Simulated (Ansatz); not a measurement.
`B[SiH2]B` + NH₃ → `B[SiH2]N` + BH₃ at 600 K and 1 bar (cleavage of the Si–B bond).

Computed with Ansatz on PBE0-D4/def2-TZVP structures; ΔE is electronic, products minus reactants. CBS: MP2 limit from def2 TZ/QZ plus the TZ coupled-cluster correction, frozen cores. This one scheme is used for every species. Each species was taken in one conformer, which may not be the lowest.

```csv
species,CCSD(T)/CBS energy (Eh),H − E (kJ/mol),S (J/(mol·K))
`B[SiH2]B`,-342.19118,202.2,388.0
NH₃,-56.50880,112.4,219.5
`B[SiH2]N`,-372.16627,216.6,383.8
BH₃,-26.55200,91.5,217.3
```

H − E and S are ideal-gas, rigid-rotor, harmonic terms from PBE0-D4/def2-TZVP, for one conformer and one mirror image of each species. 1 Eh = 2625.50 kJ/mol, R = 8.31446 J/(mol·K).

By hand: ΔE, ΔH, ΔS and ΔG.

ΔE = (-372.16627) + (-26.55200) − (-342.19118) − (-56.50880) = -0.01829 Eh = -48.0 kJ/mol. Δ(H − E) = 216.6 + 91.5 − 202.2 − 112.4 = -6.5, so ΔH = -54.5 kJ/mol. ΔS = 383.8 + 217.3 − 388.0 − 219.5 = -6.4 J/(mol·K). ΔG = -54.5 − 600 × (-6.4)/1000 = -50.7 kJ/mol.

By hand: the equilibrium constant, and the temperature at which ΔG would vanish if ΔH and ΔS stayed fixed.

log₁₀ K = −ΔG/(RT ln 10) = 4.4. ΔG = 0 at ΔH/ΔS = 8516 K, far beyond where these terms or the molecules hold.

The number of gas molecules stays the same, so ΔS is small and ΔH decides. A doubt of 5 kJ/mol in ΔE shifts log₁₀ K by 0.4 here. Other conformers and mirror images would add mixing entropy, several J/(mol·K) or more a flexible species. These are equilibria of isolated gas molecules and say nothing of rates. Largest T1 diagnostic: 0.015 (customary marks: 0.02 for closed shells, 0.045 for open ones).
